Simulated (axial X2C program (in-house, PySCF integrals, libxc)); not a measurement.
PH along the bond: PBE0, 2c

Calculated with an axial X2C code built on PySCF integrals. Two-component (2c) means X2C with spin–orbit coupling and atomic mean-field two-electron Coulomb and Gaunt terms. Basis: P dyall-v3z [8s7p2d1f], H dyall-v3z [6s2p1d] (cores contracted in-house); Gaussian nuclei, density fitting, unrestricted open shells. Masses: P 30.974 u, H 1.008 u.

State: Ω = 1 (⟨Sz⟩ = 1.00, ⟨Lz⟩ = 0.00 at PBE0). Dipoles are positive if H is the positive end.

Results along the bond:

```csv
R (Å),μ (D),HOMO (eV),LUMO (eV)
1.247,0.716,-7.37,-2.86
1.304,0.650,-7.37,-2.86
1.347,0.598,-7.37,-2.86
1.390,0.545,-7.37,-2.87
1.433,0.489,-7.38,-2.87
1.483,0.422,-7.38,-2.88
1.533,0.352,-7.39,-2.89
1.598,0.260,-7.41,-2.90
1.677,0.145,-7.43,-2.91
1.791,-0.026,-7.47,-2.94
```

One determinant describes the state; a PBE0 search over occupations chose it and may have missed a lower one. Density functionals use the spin component along the axis (collinear). With several unpaired electrons one determinant need not be a pure state. Open-shell Ω = 0 determinants with evenly filled partner blocks cannot be reached by this program, so the Ω shown need not be the lowest component. This is the Ω = 1 component of a π² triplet; the 0⁺ component is not one determinant and can lie lowest.
